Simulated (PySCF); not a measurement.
Species: 1,4-naphthoquinone radical anion, C10H6O2 (charge -1 and doublet state).
Numbering: `[O:1]=[C:2]1[CH:3]=[CH:4][C:5](=[O:6])[c:7]2[cH:8][cH:9][cH:10][cH:11][c:12]21` (hydrogens: H13 on C3; H14 on C4; H15 on C8; H16 on C9; H17 on C10; H18 on C11)

Structure used (PBE0-D3(BJ)/def2-SVP), in Å, numbered top down from 1:
```
atom  x, y, z in Å
O1     1.6180   -2.4557   -0.6078
C2     1.4380   -1.2508   -0.3259
C3     2.5108   -0.3113   -0.1350
C4     2.3130    1.0182    0.1779
C5     1.0130    1.6106    0.3474
O6     0.8339    2.8155    0.6298
C7    -0.1179    0.6812    0.1609
C8    -1.4321    1.1619    0.3068
C9    -2.5216    0.3251    0.1376
C10   -2.3204   -1.0309   -0.1868
C11   -1.0339   -1.5208   -0.3326
C12    0.0849   -0.6849   -0.1629
H13    3.5219   -0.7146   -0.2536
H14    3.1639    1.6941    0.3133
H15   -1.5399    2.2204    0.5582
H16   -3.5381    0.7139    0.2552
H17   -3.1808   -1.6939   -0.3225
H18   -0.8301   -2.5652   -0.5831
```

The hyperfine couplings belong to this conformer and change with its torsions.

As a line formula: 1,4-naphthoquinone radical anion, `O=C1C=CC(=O)c2ccccc21` [SMILES of the parent framework; charge -1 and doublet state].

Level of theory: UKS B3LYP, IGLO-III on C O, pcH-1 on H, non-relativistic, mean-field spin-orbit, GIAO in PySCF. Whether the extra electron is bound in the gas phase wasn't checked; a finite basis holds it in any case. The geometry's basis has no diffuse functions, a weakness for an anion. No stability test was run, so a lower SCF solution isn't excluded. No frequencies were computed at this geometry's level, so the symmetric structure isn't shown to be a minimum.

Q: Where do the isotropic ENDOR lines of H13/H14 and H16/H17 fall at 3356.7 mT, to first order?

A: For S = 1/2 in fast tumbling each set of equivalent nuclei gives two lines, ν± = |νn ± a/2| to first order, with νn = g_N μN B/h and μN/h = 7.62259 MHz/T.

| nuclei | isotope | g_N | νn (MHz) | a_iso (MHz) | lower line (MHz) | upper line (MHz) |
| --- | --- | --- | --- | --- | --- | --- |
| H13/H14 | 1H | 5.5857 | 142.92 | -9.17 | 138.34 | 147.50 |
| H16/H17 | 1H | 5.5857 | 142.92 | -2.00 | 141.92 | 143.92 |

Q: Which pairs are centred on the nuclear Larmor frequency, and which on half the coupling?

A: Centred on νn, since |a| < 2νn: H13/H14 and H16/H17. No pair has |a| > 2νn.

Q: At what field would the lower line of H13/H14 fall to zero frequency?

A: Where νn = |a|/2, that is B = 4.58 MHz/(5.5857 × 7.62259 MHz/T) = 108 mT, as far as first order holds there.
